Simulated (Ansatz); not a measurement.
# Mg2H+ (triplet): from Hartree-Fock to the top rungs, def2-QZVPP

One table from this session's results is given with a row withheld; the runs are named, their logs left out.

Program: Ansatz 0.2.0, Gaussian basis. Level of theory: def2-QZVPP, core rule «outside noble gas», up to 10 orbitals frozen. These are calculated values, not measurements.

Plan: UHF; ROHF; CCSD(T) on UHF.

### The geometry

The geometry is a PBE0/def2-TZVP stationary point (not a proven minimum) of the parent state, kept for this charge and spin.

3 atoms, charge 1, spin multiplicity 3.

Atoms are counted from 1 here; the program's logs count them from 0.

Bond lengths: Mg1–H3 1.846 Å, Mg2–H3 1.846 Å. Angles: Mg1–H3–Mg2 100.7°.

As a file:

| atom | x (Å) | y (Å) | z (Å) |
| --- | --- | --- | --- |
| Mg1 | 0.00000 | -0.02393 | 1.42057 |
| Mg2 | 0.00000 | -0.02393 | -1.42057 |
| H3 | 0.00000 | 1.15428 | 0.00000 |

Set-up of the first run:

in.yaml reads:

```yaml
crystal:
  periodic: [false, false, false]
  atoms:
    - {symbol: Mg, position_ang: [0.000000, -0.023934, 1.420565]}
    - {symbol: Mg, position_ang: [0.000000, -0.023934, -1.420565]}
    - {symbol: H, position_ang: [0.000000, 1.154280, 0.000000]}
basis:
  gaussian: {orbitals: "def2-QZVPP.json"}
total_charge: 1
magnetization: {spin_polarized: true, initial_magnetization: 2}
hamiltonian: {xc: hf}
output: {orbitals: {seedname: orbitals}}
```

Run with:

```
$ ansatz run in.yaml --threads 1 --pin off --events-out ev --progress --plain --max-ram 2393MiB
```

Steps of the session up to this table: UHF; ROHF; CCSD(T) on UHF.

One of the session's tables, all rows but one given; the rest of the session is left out.

```
  method  from UCCSD(T) (meV)
    ROHF              +1406.0
     UHF                    ?
    UMP2               +333.5
   UCCSD                +28.2
UCCSD(T)                    0
```

Q: Estimate the row for UHF from the others.

The run gave: from UCCSD(T) (meV): +1372.6. In the column «from UCCSD(T) (meV)» it lies between UMP2 (+333.5) and ROHF (+1406.0).
